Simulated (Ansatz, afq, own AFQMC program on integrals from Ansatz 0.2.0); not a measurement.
# Where AFQMC and coupled cluster stand for BH$_{4}$⁺, singlet

```yaml
atoms:
  - { symbol: B, position_ang: [0.0001, 0.0052, -0.0053] }
  - { symbol: H, position_ang: [-0.0155, 0.8667, 0.8445] }
  - { symbol: H, position_ang: [-0.0231, -0.9219, 0.9340] }
  - { symbol: H, position_ang: [0.0215, 0.8552, -0.8665] }
  - { symbol: H, position_ang: [0.0157, -0.8562, -0.8551] }
```

Basis cc-pVDZ. Noble-gas cores (and the filled d shells of Ga–Kr and In–Xe) are frozen. AFQMC by an in-house program on the Cholesky factors that Ansatz 0.2.0 writes for its CCSD(T) run. The CISD trial takes its coefficients from CCSD amplitudes. Released means that phaseless walkers are propagated on without the constraint, phases kept. Free projection: walkers drawn from exp(T), propagated without any constraint. Its projection time is finite, and what remains of the start isn't in its error. Uncertainties: one standard error, sampling alone.

Determinant: RHF, the one that the program's search chose, which needn't be the lowest solution. The geometry is a point of a scan.

Full CI on the same integrals is exact in this basis and with this determinant's frozen core.

```
T1 diagnostic                               : 0.0081
weight of the determinant in the CISD state : 0.922
size of the correlated space                : 6 electrons in 33 orbitals
```

```json
{"level": "MP2", "correlation energy (eV)": "-2.9289"}
{"level": "CCSD", "correlation energy (eV)": "-3.6509"}
{"level": "CCSD(T)", "correlation energy (eV)": "-3.7281"}
```

Q: Estimate where phaseless AFQMC with a CISD trial lies against CCSD(T) on the same integrals.

A: 1.8 ± 0.1 kJ/mol below CCSD(T).

Reference: full CI, correlation energy -3.749 eV. The released energy is read at 2.40 1/Eh (meV from the phaseless value at times in 1/Eh: -0.6 ± 1.1 at 0.24, -1.2 ± 1.1 at 0.51, -1.3 ± 1.1 at 0.99, -2.5 ± 0.9 at 1.62, -3.6 ± 1.0 at 2.40).

```
         level  E − E(reference) (kJ/mol)  share of correlation (%)
       CCSD(T)                        2.1                     99.43
         CCSDT                        0.5                     99.85
      CCSDT(Q)                        0.1                     99.97
        CCSDTQ                        0.0                    100.00
   ph-AFQMC/HF                 -2.7 ± 1.9                    100.74
 ph-AFQMC/CISD                  0.2 ± 0.1                     99.94
released AFQMC                 -0.1 ± 0.1                    100.03
    free AFQMC                  0.1 ± 0.1                     99.98
```

CCSDT and higher add their correlation energy to the determinant of the CCSD(T) run, since their own runs factorise the integrals more tightly (a shift of under 2 meV). Free projections are given only where their last times agree within the noise and don't stop above the reference; a slow remainder of the start can still hide under it. A walk keeps the symmetry of its determinant, which the program's search chose and which needn't be the lowest solution, so a lower state of the same spin and another symmetry isn't excluded. Released energies are given only where the last usable release times agree within the noise; a slower fall can still hide under it.
